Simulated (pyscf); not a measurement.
Optimised with ωB97X-D3(BJ)/def2-SVP in PySCF.

Problem. For the elementary gas-phase step HO–SiH₂–O–SiH₂–F + hydrogen (H₂) → F–SiH₂–O–SiH₃ + water (H₂O) (singlet surface; O–Si, H–H broken, H–Si, H–O formed), what barrier and reaction energy does ωB97M-D3(BJ)/def2-TZVP give, measured from the separated reactants?

Solution. ΔE‡ = 231.9 kJ/mol, ΔE = +93.9 kJ/mol. Zero-point energy shifts the barrier by +11.5 kJ/mol. It is a four-centre exchange, with an imaginary mode of 1213i cm⁻¹. On the product side the descent ends in a complex (not fully relaxed), 26.0 kJ/mol under the separated species and 165.4 kJ/mol under the saddle at ωB97X-D3(BJ)/def2-TZVP. One saddle was located; it need not be the lowest between these sides.
